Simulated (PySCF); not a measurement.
C2H3O3 (charge -1).
SMILES: `COC(=O)[O-]`

Torsions of this conformer, `[CH3:1][O:2][C:3](=[O:4])[O-:5]`: C1–O2–C3–O4 0°.

The closed-shell ground state was solved at several levels (PySCF, density fitting, gas phase, non-relativistic). One conformer (not necessarily the lowest) at the PBE0-D3(BJ)/def2-SVP geometry, without solvent, vibrations or thermal averaging. The geometry's basis has no diffuse functions, a weakness for an anion. No diffuse functions stand in pcJ-1, pcSseg-1 and pcSseg-2, which bears on an anion's orbital energies.

```json
{"level": "KT3/pcSseg-2", "basis functions": "222", "HOMO (eV)": "-0.06", "LUMO (eV)": "3.71", "gap (eV)": "3.77"}
{"level": "PBE0/pcSseg-1", "basis functions": "100", "HOMO (eV)": "-1.25", "LUMO (eV)": "5.94", "gap (eV)": "7.19"}
{"level": "B3LYP/pcJ-1", "basis functions": "165", "HOMO (eV)": "-0.95", "LUMO (eV)": "5.64", "gap (eV)": "6.59"}
```

What might PBE0/def2-SVPD (133 basis functions) give for the same quantities?

HOMO -1.77 eV, LUMO 4.46 eV, gap 6.23 eV.

Over all these levels, which gives the widest orbital gap and which the narrowest?

PBE0/pcSseg-1 (global hybrid, 25 % exact exchange) has the widest, 7.19 eV, and KT3/pcSseg-2 (GGA) the narrowest, 3.77 eV. Functional and basis both differ between the two, so the spread mixes both effects.
